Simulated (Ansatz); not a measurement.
## [CF2]+ (SMILES F[C+]F): methods side by side

[CF2]+: 3 atoms, total charge +1, spin state doublet. SMILES: `F[C+]F`. Geometry: optimised at B3LYP/def2-SVP.

```xyz
3

F     0.3806    0.9767    0.3175
C     0.2767   -0.2221    0.1277
F    -0.6573   -0.7546   -0.4452
```

Each level gives the adiabatic electron affinity (to the singlet neutral, shapes relaxed at B3LYP/def2-SVP, no zero-point term) (eV). The values are calculated.

The electron affinity is E(neutral) − E(anion): positive where the electron is bound.

| level | kind | program | value (eV) | less CCSD(T)/def2-TZVPP |
| --- | --- | --- | --- | --- |
| UHF/def2-TZVPP | Hartree–Fock | Ansatz | 10.19 | -1.05 |
| USVWN5/def2-TZVPP | LDA | Ansatz | 11.16 | -0.08 |
| UBLYP/def2-TZVPP | GGA | Ansatz | 11.08 | -0.16 |
| U-r2SCAN/def2-TZVPP | meta-GGA | Ansatz | 10.96 | -0.28 |
| UPBE0-D4/def2-TZVPP | global hybrid | Ansatz | 11.06 | -0.18 |
| UCAM-B3LYP/def2-TZVPP | range-separated hybrid | Ansatz | 11.32 | +0.08 |
| UMP2/def2-TZVPP | perturbation theory | Ansatz | 11.08 | -0.16 |
| UCCSD(T)/def2-TZVPP | coupled cluster or CI | Ansatz | 11.24 | 0.00 |

Differences are taken from UCCSD(T)/def2-TZVPP for orientation; it has basis-set and higher-order errors of its own. The values span 10.19 to 11.32 eV.
